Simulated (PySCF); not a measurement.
Theory: core-valence-separated Tamm–Dancoff BHandHLYP/aug-pcX-1 (pcseg-1 on H) in PySCF, non-relativistic, gas phase, PBE0-D3(BJ)/def2-SVP geometry. BHandHLYP without relativity tends to put these K edges a few eV too low, so spacings mean more than positions.

Main lines of an unknown, eV (oscillator strength): C K: 282.9 (0.061), 283.2 (0.063), 285.5 (0.006), 285.6 (0.008), 285.9 (0.014); F K: 685.5 (0.024), 686.6 (0.009), 687.3 (0.003), 687.7 (0.007), 687.9 (0.003). Listed: the first five lines at most of each edge with a tenth or more of its strongest line's intensity; roots within 0.03 eV on the same or equivalent atoms are summed. Only the lowest roots were sought, and the top ones are left out.

Task: Which candidate gives them?
A. `C=C[C@H](F)CC`
B. `C/C=C(\C)CF`
C. `CC[C@@H]1C[C@H]1F`
D. `C/C=C(/F)CC`

Result: B. 

- `C/C=C(\C)CF`: C K: 282.9 (0.061), 283.2 (0.063), 285.5 (0.006), 285.6 (0.008), 285.9 (0.014); F K: 685.5 (0.024), 686.6 (0.009), 687.3 (0.003), 687.7 (0.007), 687.9 (0.003). First C line listed at 282.9 eV, hole on the alkene CH carbon (1s→π*); first F line listed at 685.5 eV, hole on the alkyl fluorine.
- `C/C=C(/F)CC`: C K: 283.2 (0.058), 284.9 (0.070), 285.4 (0.007), 285.8 (0.012), 285.8 (0.016); F K: 686.2 (0.009), 686.3 (0.018), 687.1 (0.016), 687.8 (0.005). First C line listed at 283.2 eV, hole on the alkene CH carbon (1s→π*); first F line listed at 686.2 eV, hole on the vinyl fluorine.
- `C=C[C@H](F)CC`: C K: 282.5 (0.060), 282.7 (0.063), 285.4 (0.009), 285.7 (0.018), 285.7 (0.009); F K: 685.5 (0.027), 686.5 (0.003), 686.8 (0.010). First C line listed at 282.5 eV, hole on the terminal =CH2 carbon (1s→π*); first F line listed at 685.5 eV, hole on the alkyl fluorine.
- `CC[C@@H]1C[C@H]1F`: C K: 285.3 (0.008), 285.7 (0.017), 285.9 (0.012), 286.0 (0.025), 286.0 (0.010); F K: 685.8 (0.028), 686.7 (0.009), 688.2 (0.004). First C line listed at 285.3 eV, hole on the methyl carbon; first F line listed at 685.8 eV, hole on the alkyl fluorine.

One conformer each; other structures than these candidates weren't tested.

The values belong to the conformer `[CH3:1]/[CH:2]=[C:3](\[CH3:4])[CH2:5][F:6]`: C2–C3–C5–F6 -2°.
